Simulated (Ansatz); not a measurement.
**Silicon (diamond): adding exact exchange**

Ansatz, plane waves with scalar-relativistic PAW, all at the BLYP geometry (a = 5.533 Å) on a 5×5×5 mesh, smearing 0.1 eV.

```tsv
functional	gap on the mesh (eV)	rough cost against BLYP
BLYP	0.87	1×
B3LYP	1.87	12×
```

A gap read on a coarse mesh may be too large.
